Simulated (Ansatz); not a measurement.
Relaxation of CH7AlO (10 atoms, charge 0, multiplicity 1), to a largest force component of 0.03 eV/Å in at most 50 steps.

Level of theory: RKS PBE-D4/6-31G* in Ansatz 0.2.0.

```xyz
10
Properties=species:S:1:pos:R:3:forces:R:3
Al 0.200 -0.389 -0.494 0.08 -0.60 0.16
H -0.333 -0.311 2.214 -0.59 1.28 0.97
H 1.481 0.548 -0.378 0.01 0.00 -0.01
H -1.238 0.033 -1.065 0.01 0.00 -0.01
O 0.437 -2.051 0.031 -0.03 0.49 -0.37
C -0.569 -3.050 0.065 -0.03 -0.02 0.00
H -0.121 -4.030 -0.190 -0.02 0.02 0.00
H -1.003 -3.131 1.083 0.03 0.00 -0.04
H -1.401 -2.859 -0.645 0.03 0.00 0.04
H -0.088 -0.858 1.824 0.52 -1.16 -0.74
```

Problem. Where does it end, and by what steps?

Solution. The forces met the threshold. The force dipped under the threshold on the way, but the program's further checks kept it going. After 27 steps the energy has fallen by 0.106 eV; H2 moved furthest, 1.08 Å.

| step | energy less start (eV) | largest force component (eV/Å) | accepted |
| --- | --- | --- | --- |
| 0 | 0.0000 | 1.277 | yes |
| 1 | -0.0739 | 0.411 | yes |
| 2 | -0.0848 | 0.255 | yes |
| 3 | -0.0906 | 0.064 | yes |
| 4 | -0.0940 | 0.099 | yes |
| 5 | -0.0969 | 0.134 | yes |
| 6 | -0.0985 | 0.057 | yes |
| 7 | -0.0994 | 0.058 | yes |
| 8 | -0.0995 | 0.057 | yes |
| 9 | -0.1000 | 0.049 | yes |
| 10 | -0.1004 | 0.025 | yes |
| 11 | -0.1011 | 0.076 | yes |
| 12 | -0.1016 | 0.049 | yes |
| 13 | -0.1021 | 0.042 | yes |
| 14 | -0.1025 | 0.066 | yes |
| 15 | -0.1028 | 0.045 | yes |
| 16 | -0.1034 | 0.021 | yes |
| 17 | -0.1039 | 0.030 | yes |
| 18 | -0.1029 | 0.127 | no |
| 19 | -0.1043 | 0.043 | yes |
| 20 | -0.1044 | 0.052 | yes |
| 21 | -0.1046 | 0.042 | yes |
| 22 | -0.1048 | 0.053 | yes |
| 23 | -0.1007 | 0.140 | no |
| 24 | -0.1052 | 0.039 | yes |
| 25 | -0.1053 | 0.034 | yes |
| 26 | -0.1054 | 0.024 | yes |
| 27 | -0.1055 | 0.020 | yes |

```xyz
10
Properties=species:S:1:pos:R:3
Al 0.247 -0.401 -0.955
H -0.324 -0.896 3.120
H 1.434 0.643 -0.756
H -0.951 -0.289 -2.015
O 0.291 -1.777 0.087
C -0.633 -2.855 0.118
H -0.103 -3.805 -0.083
H -1.090 -2.924 1.123
H -1.449 -2.748 -0.627
H -0.056 -1.046 2.432
```

The run took 46 s on 1 thread of AMD EPYC 7R43 64-Core Processor (Zen 3), on a shared host, peak memory 0.14 GiB.
